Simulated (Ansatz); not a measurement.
## HSi–BH, quartet: reading a ladder of total energies

Geometry: a point of a stretch scan, not a stationary point.

```xyz
4

Si    0.0000   -0.0474    0.5026
B     0.0000   -0.0597   -1.2423
H     0.0000    1.1707    1.3982
H     0.0000    0.7901   -2.0791
```

Basis cc-pVDZ; Ansatz 0.2.0. Only valence electrons are correlated (noble-gas cores frozen), which leaves 9 electrons in 36 orbitals. Prefix R: restricted or restricted open-shell reference.

Full CI isn't at hand for all of this; RCCSDTQ serves as the reference, and is uncertain by the last step of the cluster series or more.

RCCSD has a T1 diagnostic of 0.024 and a largest doubles amplitude of 0.03.

Runs differ by some tens of microhartree through their thresholds and, for an open shell, their frozen cores, so steps under 0.03 kcal/mol mean nothing.

```csv
level,total energy (hartree)
RHF,-314.621582
RMP2,-314.751567
RCCSD,-314.783848
RCCSD(T),-314.788452
RCCSDT,-314.789635
RCCSDT(Q),-314.789846
RCCSDTQ,-314.789877
```

Task: What is the correlation energy at RCCSDTQ, and what share of it do RMP2 and RCCSD(T) recover?

Result: E(corr) = -314.789877 − (-314.621582) = -0.168295 hartree = -4.580 eV. RMP2: -0.129985 / -0.168295 = 77.24 %. RCCSD(T): -0.166870 / -0.168295 = 99.15 %.

Task: By how many kcal/mol does RCCSD(T) miss RCCSDTQ (1 hartree = 627.509 kcal/mol), and which steps make up the rest?

Result: -314.788452 − (-314.789877) = 0.001425 hartree = 0.89 kcal/mol. Steps: RCCSDT − RCCSD(T) = -0.74, RCCSDT(Q) − RCCSDT = -0.13, RCCSDTQ − RCCSDT(Q) = -0.02 kcal/mol. Differences between like states or geometries often cancel part of this.
